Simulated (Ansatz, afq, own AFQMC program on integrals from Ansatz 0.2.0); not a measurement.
Integrals from Ansatz 0.2.0, then the random walk in our own AFQMC program (afq).

```yaml
crystal:
  periodic: [false, false, false]
  atoms:
    - {symbol: N, position_ang: [0.000000, 0.000000, 0.000000]}
    - {symbol: O, position_ang: [0.000000, 0.000000, 1.139769]}
basis:
  gaussian: {orbitals: cc-pVTZ}
magnetization: {spin_polarized: true, initial_magnetization: 1}
correlation: {method: ccsd_t, electrons: outside_noble_gas, hamiltonian_folder: ham}
```

```sh
$ ansatz run in.yaml --threads 1 --pin off --events-out ev --progress --plain --max-ram 15360MiB --backend cuda --devices 0, --max-vram 18GiB
```

afq runs on the folder ham with

```
--method phaseless --trial cisd --walkers 2400 --populations 20 --least-time 60 --time-step 0.005 --steps-per-block 50 --equilibration-blocks 28 --max-blocks 4000 --target-error 0.0002 --factor-cut 1e-05 --start spin_pure --seed 8321 --release-times 0.24,0.51,0.99,1.62,2.4 --release-step 0.03 --release-every 3 --taylor-order 6
```

Times are imaginary, in 1/Eh. The walk had a cap of 244 s. With eight or more populations the least sampling time is a fifth of least-time, and the error comes from their spread.

Log:

```
orbitals 58  electrons 6 5  factors 367 of 367
reference energy -129.29803051 Eh
CCSD correlation -0.40026059 Eh in 13 cycles, weight of the determinant in the CISD state 0.8874
energy of the start -129.696032 Eh
 block  time / (1/Eh)  mean weight  energy / Eh
     1     0.250  1.0001  -129.698129
     2     0.500  0.9997  -129.705563
     3     0.750  0.9999  -129.711632
     4     1.000  1.0000  -129.713302
     5     1.250  0.9999  -129.715385
    10     2.500  1.0000  -129.716128
    29     7.250  0.9997  -129.715541
    33     8.250  0.9995  -129.720916
    49    12.250  1.0008  -129.719383
    69    17.250  1.0001  -129.718373
    89    22.250  0.9996  -129.715151
   109    27.250  0.9999  -129.716101
   129    32.250  0.9999  -129.717483
   149    37.250  0.9996  -129.717099
   169    42.250  1.0001  -129.718805
   181    45.250  1.0001  -129.714721
   189    47.250  1.0000  -129.717919
   197    49.250  1.0004  -129.716190
error from the spread of 20 populations
released: time / (1/Eh)  energy / Eh  error  mean overlap
  0.24  -129.717686  0.000149  0.9929
  0.51  -129.717908  0.000193  0.9883
  0.99  -129.718130  0.000198  0.9775
  1.62  -129.717721  0.000220  0.9700
  2.40  -129.717795  0.000337  0.9602
energy -129.717138 +/- 0.000195 Eh
(rows thinned)
```

The run passed its tests (sampling time, drift between the halves within three errors, error under three times the target), which doesn't prove that it has relaxed. The second half of the sampling lies above the first by 1.8 errors of their difference, so the energy may still be moving and its error bar be too small.

Against this walk (error 5.3 meV) on the same determinant: CCSD(T) 19.1 meV higher, CCSDT(Q) 26.3 meV lower. The error is statistical and leaves out the bias of the constraint. Released to 2.40 1/Eh the energy moves by -18 ± 11 meV (both errors), within twice the noise. CCSDT(Q) is the surest value here, so the walk's 26 meV above it is most likely the bias of the constraint with this trial, which can have either sign.

Cautions: constraint bias not in the error.

The walk took 4 min on 1 × NVIDIA H100 80GB HBM3 with 2 threads of AMD EPYC 7R13 Processor (Zen 3) (shared host) (the card was shared). The log's last line is the phaseless energy.

CCSDT and higher add their correlation energy to the determinant of the CCSD(T) run, since their own runs factorise the integrals more tightly (a shift of under 2 meV). A walk keeps the symmetry of its determinant, which the program's search chose and which needn't be the lowest solution, so a lower state of the same spin and another symmetry isn't excluded.
